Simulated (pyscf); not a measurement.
HF (SMILES F) + F–Si:–F (SMILES F[Si]F) [singlet] -> F–SiH(F)–F (SMILES F[SiH](F)F) (insertion; singlet surface; F–H broken, F–Si, H–Si formed). PySCF, gas phase, ωB97X-D3(BJ)/def2-SVP geometries. Correlated levels are frozen-core, on RHF or UHF. ΔMP2 is the change of the MP2 total energy from the triple- to the quadruple-zeta basis. Energies in kcal/mol from the separated reactants.

```json
[
 {"level": "ωB97X-D3(BJ)/def2-TZVP", "barrier": "17.9", "reaction energy": "-73.9"},
 {"level": "PBE/def2-TZVP", "barrier": "10.8", "reaction energy": "-67.0"},
 {"level": "PBE0-D3(BJ)/def2-TZVP", "barrier": "15.2", "reaction energy": "-72.0"},
 {"level": "HF/def2-TZVP", "barrier": "___", "reaction energy": "-77.2"},
 {"level": "CCSD/def2-TZVPP", "barrier": "24.9", "reaction energy": "-71.5"},
 {"level": "CCSD(T)/def2-TZVPP", "barrier": "21.7", "reaction energy": "-70.9"},
 {"level": "CCSD(T)/def2-TZVPP + ΔMP2(QZVPP)", "barrier": "___", "reaction energy": "___"}
]
```

### Question
What belongs in the gaps?

### Answer

- HF/def2-TZVP, barrier: 36.0
- CCSD(T)/def2-TZVPP + ΔMP2(QZVPP), barrier: 21.2
- CCSD(T)/def2-TZVPP + ΔMP2(QZVPP), reaction energy: -71.2

Of the functionals in the table, ωB97X-D3(BJ) is closest to CCSD(T)/def2-TZVPP + ΔMP2(QZVPP) in the barrier (3.3 kcal/mol apart) and PBE least close (10.4 kcal/mol); that level has limits of its own. The same reactants have a lower exit, to F–Si:–F [singlet] + HF (barrier +7.9 kcal/mol at ωB97M-D3(BJ), against +19.7 kcal/mol here). This is the saddle that the search found; another between the same sides may lie lower. The CCSD(T) − MP2 part came from Ansatz, without density fitting, on the same reference.
